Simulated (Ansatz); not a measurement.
The input, for Ansatz 0.2.0:

```yaml
crystal:
  periodic: [false, false, false]
  atoms:
    - {symbol: H, position_ang: [-1.842925, 0.059434, 0.000000]}
    - {symbol: H, position_ang: [-1.063925, 0.059434, 0.000000]}
    - {symbol: N, position_ang: [0.177075, 0.059434, 0.000000]}
    - {symbol: H, position_ang: [0.446156, -0.944792, 0.000000]}
basis:
  gaussian: {orbitals: 6-31G, fitting: {mean_field: def2-universal-jkfit}}
magnetization: {spin_polarized: false, initial_magnetization: 2}
correlation: {method: fic_mrcisd_q, electrons: outside_noble_gas, active_space: {window: {electrons: 6, orbitals: 5}}}
scf: {lower_state_search: full}
```

```sh
$ ansatz run in.yaml --threads 1 --pin off --events-out ev --progress --plain --max-ram 2393MiB
```

(1) Roughly how long does this take on 1 thread of Arm Neoverse V1, shared host, and how much host memory?

```
131 factors; integrals over basis functions are off by at most 4.5e-2 eV
mean field evaluation 1: about -1523.2392 eV, gradient 1.1e1 eV
mean field evaluation 2: about -1523.7160 eV, gradient 3.1e0 eV
mean field evaluation 4: about -1523.8121 eV, gradient 7.6e-1 eV
mean field evaluation 8: about -1506.8184 eV, gradient 3.2e1 eV
mean field evaluation 16: about -1523.7450 eV, gradient 2.1e0 eV
mean field evaluation 32: about -1523.2393 eV, gradient 8.7e0 eV
mean field -1523.82874889 eV, -55.9996736333 hartree, gradient 1.8e-6 eV, S^2 2.000000; 5 other end points of the search recorded, 0 dependent functions left out
reference -1523.82874889 eV, -55.9996736333 hartree; 6, 4 occupied and 9, 11 virtual orbitals, 131 factors
state -1524.56343005 eV, -56.0266726681 hartree
contracted CI cycle   1: correlation 0.00000000 eV, 0.0000000000 hartree, residual 1.27e1 eV
contracted CI cycle   2: correlation -2.17520611 eV, -0.0799373502 hartree, residual 2.59e0 eV
contracted CI cycle   3: correlation -2.28179799 eV, -0.0838545295 hartree, residual 6.86e-1 eV
contracted CI cycle   4: correlation -2.29046562 eV, -0.0841730591 hartree, residual 1.81e-1 eV
contracted CI cycle   5: correlation -2.29112382 eV, -0.0841972474 hartree, residual 6.50e-2 eV
contracted CI cycle   6: correlation -2.29119224 eV, -0.0841997618 hartree, residual 2.62e-2 eV
contracted CI cycle   7: correlation -2.29120151 eV, -0.0842001024 hartree, residual 9.28e-3 eV
contracted CI cycle   8: correlation -2.29120274 eV, -0.0842001477 hartree, residual 2.93e-3 eV
contracted CI cycle   9: correlation -2.29120286 eV, -0.0842001521 hartree, residual 8.91e-4 eV
state -1524.56343005 eV, -56.0266726681 hartree; corrected -1526.94198705 eV, -56.1140830258 hartree
state -1524.53255649 eV, -56.0255380859 hartree
contracted CI cycle   1: correlation 0.00000000 eV, 0.0000000000 hartree, residual 1.23e1 eV
contracted CI cycle   2: correlation -2.11836587 eV, -0.0778485100 hartree, residual 3.01e0 eV
contracted CI cycle   3: correlation -2.27289741 eV, -0.0835274391 hartree, residual 8.09e-1 eV
contracted CI cycle   4: correlation -2.28595651 eV, -0.0840073522 hartree, residual 2.70e-1 eV
contracted CI cycle   5: correlation -2.28746698 eV, -0.0840628609 hartree, residual 9.46e-2 eV
contracted CI cycle   6: correlation -2.28762792 eV, -0.0840687753 hartree, residual 3.70e-2 eV
contracted CI cycle   7: correlation -2.28764928 eV, -0.0840695604 hartree, residual 1.27e-2 eV
contracted CI cycle   8: correlation -2.28765177 eV, -0.0840696520 hartree, residual 3.53e-3 eV
contracted CI cycle   9: correlation -2.28765196 eV, -0.0840696589 hartree, residual 1.09e-3 eV
state -1524.53255649 eV, -56.0255380859 hartree; corrected -1526.92181117 eV, -56.1133415759 hartree
state -1524.56343005 eV, -56.0266726681 hartree; corrected -1526.94198705 eV, -56.1140830258 hartree
2 active orbitals were swapped for others, from the solution at -1524.53254530 eV, -56.0255376745 hartree to that at -1524.56342694 eV, -56.0266725539 hartree; typed "places" are swapped only where nearly empty or full, and so, without "given_window_search", are "orbital_numbers", "shells" and a window whose orbitals a file names under [Active]
Total energy: -1526.94198705 eV, -56.1140830258 hartree
```

Natural occupations: 1.9977 1.9742 1.0012 1.0000 0.0269.

Answers

(1) 0.66 s wall and 0.08 GiB.
